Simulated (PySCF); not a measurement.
acetonitrile (C2H3N), SMILES CC#N. Geometry optimised at ωB97X-D3(BJ)/def2-TZVP.

TDA-LC-ωPBE/def2-SVPD (PySCF 2.14.0) puts the lowest singlet excitations at 7.99, 8.40, 8.40, 9.54, 9.54, 9.89 eV.

### Question
What are the lowest excitation roots from PySCF with ADC(2)/aug-cc-pVDZ? (Estimate from the structure and the level; the computed values follow.)

### Answer
8.76, 8.84, 8.84, 9.02, 9.11, 9.11 eV. S1 differs by 0.77 eV (second minus first; roots are paired by order, and the bases may differ).
